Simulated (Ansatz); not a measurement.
**BClH₄Si: basis-set convergence**

An exercise on one series of results from a longer session: the logs are not shown, and one member is left open.

Program: Ansatz 0.2.0, Gaussian basis. Level of theory: one geometry, several basis sets. These are calculated values, not measurements.

The runs, in order: PBE0-D4/def2-SVP; ωB97M-V/def2-SVP; PBE0-D4/def2-QZVPP; ωB97M-V/def2-QZVPP; CCSD(T)/cc-pV(D+d)Z; CCSD(T)/cc-pV(T+d)Z; CCSD(T)/cc-pV(Q+d)Z; the functionals' def2-TZVPP values are taken from earlier runs.

## Structure used throughout

An earlier PBE0-D4 in a triple-zeta def2 set relaxation fixed the geometry.

7 atoms, charge 0, spin multiplicity 1.

Atoms are counted from 1 here; the program's logs count them from 0.

Bond lengths: Si1–B2 2.016 Å, Si1–H4 1.491 Å, Si1–H5 1.486 Å, Si1–H6 1.490 Å, B2–Cl3 1.739 Å, B2–H7 1.194 Å. Angles: B2–Si1–H4 108.8°, B2–Si1–H5 113.0°, B2–Si1–H6 109.0°, H4–Si1–H5 109.1°, H4–Si1–H6 107.6°, H5–Si1–H6 109.2°, Si1–B2–Cl3 121.6°, Si1–B2–H7 122.6°, Cl3–B2–H7 115.8°.

Set-up of the first run:

File in.yaml:

```yaml
crystal:
  periodic: [false, false, false]
  atoms:
    - {symbol: Si, position_ang: [-0.641994, 0.491964, -0.311789]}
    - {symbol: B, position_ang: [0.799280, -0.642761, 0.525041]}
    - {symbol: Cl, position_ang: [2.119562, -1.275327, -0.413521]}
    - {symbol: H, position_ang: [-1.958548, -0.177251, -0.110703]}
    - {symbol: H, position_ang: [-0.430134, 0.722643, -1.764348]}
    - {symbol: H, position_ang: [-0.692640, 1.805946, 0.389709]}
    - {symbol: H, position_ang: [0.804464, -0.925204, 1.685611]}
basis:
  gaussian: {orbitals: def2-SVP}
hamiltonian: {xc: pbe0, dispersion: d4}
output: {orbitals: {seedname: orbitals}}
```

The run is started by

```
$ ansatz run in.yaml --threads 2 --pin off --events-out ev --progress --plain --max-ram 20480MiB --backend cpu
```

Steps of the session up to this table: PBE0-D4 in def2-SVP; ωB97M-V in def2-SVP; PBE0-D4 in def2-QZVPP; ωB97M-V in def2-QZVPP.

One table of the session follows, with a row left open; its other results are not shown here.

It belongs to the step «Functionals by basis». 

```
functional       basis  HOMO (eV)  LUMO (eV)
   PBE0-D4    def2-SVP      -7.92      -2.17
   PBE0-D4  def2-TZVPP          ?          ?
   PBE0-D4  def2-QZVPP      -8.01      -2.31
   ωB97M-V    def2-SVP     -10.04      -0.06
   ωB97M-V  def2-TZVPP     -10.15      -0.25
   ωB97M-V  def2-QZVPP     -10.17      -0.30
```

**Question.** Estimate the row for PBE0-D4, def2-TZVPP.

The run gave: HOMO (eV): -7.99; LUMO (eV): -2.28. In the column «HOMO (eV)» it lies between PBE0-D4, def2-QZVPP (-8.01) and PBE0-D4, def2-SVP (-7.92).
